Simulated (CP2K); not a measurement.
# C2H4F2OS (SMILES O=S(CF)CF): a first try and a second

Wanted: a single-point energy of C2H4F2OS, IPEA1-xTB.

The results are computed with CP2K 2026.2.

2 further runs of the same task are left out: 2 set aside as unsound or not needed.

## Step 1: The structure to begin with

The species is C2H4F2OS (10 atoms), meant as a singlet with charge 0. SMILES: `O=S(CF)CF`. The shape is that of a GFN2-xTB optimisation. This is one conformer, not always the lowest.

Bond lengths: O1–S2 1.449 Å, S2–C3 1.890 Å, C3–F4 1.359 Å, S2–C5 1.890 Å, C5–F6 1.359 Å, C3–H7 1.092 Å, C3–H8 1.091 Å, C5–H9 1.092 Å, C5–H10 1.091 Å. Some angles: O1–S2–C3 105.4°, O1–S2–C5 105.4°, C3–S2–C5 91.7°, S2–C3–F4 107.4°, S2–C5–F6 107.4°, S2–C3–H7 109.3°, S2–C3–H8 111.2°, F4–C3–H7 108.2°, F4–C3–H8 107.6°, S2–C5–H9 109.4°.

## Step 2: The input as first written

Contents of molecule.inp:

```
&GLOBAL
   PROJECT molecule
   RUN_TYPE ENERGY
   PRINT_LEVEL MEDIUM
&END
&FORCE_EVAL
   METHOD QS
   &DFT
      CHARGE 0
      MULTIPLICITY 1
      &QS
         METHOD XTB
         EPS_DEFAULT 1.0E-10
         &XTB
            GFN_TYPE TBLITE
            &TBLITE
               METHOD IPEA1
            &END
            CHECK_ATOMIC_CHARGES F
         &END
      &END
      &POISSON
         PERIODIC NONE
         POISSON_SOLVER ANALYTIC
      &END
      &SCF
         SCF_GUESS ATOMIC
         EPS_SCF 1.0E-06
         MAX_SCF 98
         ADDED_MOS 8
         &DIAGONALIZATION
            ALGORITHM STANDARD
         &END
         &MIXING
            METHOD DIRECT_P_MIXING
            ALPHA 0.4
         &END
         &SMEAR ON
            METHOD FERMI_DIRAC
            ELECTRONIC_TEMPERATURE [K] 300
         &END
      &END
      &PRINT
         &MOMENTS
            PERIODIC F
            REFERENCE COM
            MAX_MOMENT 1
         &END
         &MO ON
            ENERGIES T
            OCCUPATION_NUMBERS T
            NDIGITS 6
            &EACH
               QS_SCF 0
            &END
            ADD_LAST NUMERIC
         &END
         &HIRSHFELD OFF
         &END
      &END
   &END
   &SUBSYS
      &CELL
         ABC [angstrom] 11.5 12.2 11.3
         PERIODIC NONE
      &END
      &COORD
         O     -1.979060    -0.468810    -0.328870
         S     -0.810000    -0.563310     0.521560
         C      0.604600    -1.067910    -0.626290
         F      0.602100    -2.424930    -0.703020
         C     -0.146320     1.201200     0.658380
         F     -0.806600     1.805780     1.681280
         H      0.419370    -0.668640    -1.625600
         H      1.569920    -0.762000    -0.219780
         H     -0.370790     1.744720    -0.261710
         H     -1.629060    -0.468810    -0.328870
      &END
      &TOPOLOGY
         &CENTER_COORDINATES
         &END
      &END
   &END
&END
```

The run is started by

```bash
$ OMP_NUM_THREADS=1 cp2k.psmp molecule.inp > molecule.out
```

The log of the run:

```text
CP2K| version string:                                       CP2K version 2026.2
[...]
 GLOBAL| Method name                                                        CP2K
[...]
 GLOBAL| Run type                                                         ENERGY
[...]
                             - Atoms:                                         10
[...]
                             - Spherical basis functions:                     42
[...]
 *** WARNING in particle_methods.F:720 :: The distance between the atoms 1 ***
 *** and 10 is only 0.350 angstrom and thus smaller than the threshold of  ***
 *** 0.500 angstrom                                                        ***
[...]
 Number of electrons:                                                         38
[...]
  *** SCF run converged in    16 steps ***
[...]
  Fermi energy:                                                -0.29839935816945
[...]
 TB_DIPOLE| Moment [Debye]          0.77442758      -1.65523519      -1.78611081
 TB_DIPOLE| Derivative [a.u.]       0.00000000       0.00000000       0.00000000
[...]
 ENERGY| Total FORCE_EVAL ( QS ) energy [hartree]            -22.815701822097989
[...]
```

Wall time 1 s (1 thread of Intel Xeon 6975P-C (Granite Rapids), shared host); peak memory 0.19 GiB.

## Step 3: Diagnosis

The program ended normally, but the settings are unsound, so its numbers aren't properties of the molecule.

Cause: two atoms lie on top of or far too near each other. As the program read them, the closest atoms are 0.35 Å apart, against 1.09 Å in the sound input.

## Step 4: The mended input

Contents of calc.inp:

```
&FORCE_EVAL
    METHOD QS
    &DFT
        &QS
            METHOD XTB
            EPS_DEFAULT 1.0E-10
            &XTB
                GFN_TYPE TBLITE
                &TBLITE
                    METHOD IPEA1
                &END
                CHECK_ATOMIC_CHARGES F
            &END
        &END
        &POISSON
            PERIODIC NONE
            POISSON_SOLVER ANALYTIC
        &END
        &SCF
            SCF_GUESS ATOMIC
            EPS_SCF 1.0E-06
            MAX_SCF 150
            ADDED_MOS 8
            &DIAGONALIZATION
                ALGORITHM STANDARD
            &END
            &MIXING
                METHOD DIRECT_P_MIXING
                ALPHA 0.4
            &END
            &SMEAR ON
                METHOD FERMI_DIRAC
                ELECTRONIC_TEMPERATURE [K] 300
            &END
        &END
        &PRINT
            &MOMENTS
                PERIODIC F
                REFERENCE COM
                MAX_MOMENT 1
            &END
            &MO ON
                ENERGIES T
                OCCUPATION_NUMBERS T
                NDIGITS 6
                &EACH
                    QS_SCF 0
                &END
                ADD_LAST NUMERIC
            &END
            &HIRSHFELD OFF
            &END
        &END
    &END
    &SUBSYS
        &CELL
            ABC 11.5 12.2 11.3
            PERIODIC NONE
        &END
        &COORD
            O     -1.979060    -0.468810    -0.328870
            S     -0.810000    -0.563310     0.521560
            C      0.604600    -1.067910    -0.626290
            F      0.602100    -2.424930    -0.703020
            C     -0.146320     1.201200     0.658380
            F     -0.806600     1.805780     1.681280
            H      0.419370    -0.668640    -1.625600
            H      1.569920    -0.762000    -0.219780
            H     -0.370790     1.744720    -0.261710
            H      0.916780     1.203900     0.904060
        &END
        &TOPOLOGY
            &CENTER_COORDINATES
            &END
        &END
    &END
&END

&GLOBAL
    PROJECT calc
    RUN_TYPE ENERGY
    PRINT_LEVEL MEDIUM
&END
```

The run is started by

```bash
$ OMP_NUM_THREADS=1 cp2k.psmp calc.inp > calc.out
```

The log of the run:

```text
CP2K| version string:                                       CP2K version 2026.2
[...]
 GLOBAL| Method name                                                        CP2K
[...]
 GLOBAL| Run type                                                         ENERGY
[...]
                             - Atoms:                                         10
[...]
                             - Spherical basis functions:                     42
[...]
 Number of electrons:                                                         38
[...]
  *** SCF run converged in    15 steps ***
[...]
  Fermi energy:                                                -0.27836224021860
[...]
 TB_DIPOLE| Moment [Debye]          2.97957385       1.10808025      -0.22206237
 TB_DIPOLE| Derivative [a.u.]       0.00000000       0.00000000       0.00000000
[...]
 ENERGY| Total FORCE_EVAL ( QS ) energy [hartree]            -26.334143230106989
[...]
```

Wall time 0.91 s (1 thread of Intel Xeon 6975P-C (Granite Rapids), shared host); peak memory 0.19 GiB.

## Step 5: Summary of results

At IPEA1-xTB:

| quantity | value |
| --- | --- |
| total energy | -26.33414 Eh |
| dipole moment (from atomic charges alone) | 3.19 D |
| HOMO energy | -12.05 eV |
| LUMO energy | -6.70 eV |
| HOMO–LUMO gap | 5.35 eV |

In words: The first attempt's energy was +95.742 eV off this one. The dipole comes from point charges on the atoms alone, without atomic dipoles, so it is partial.
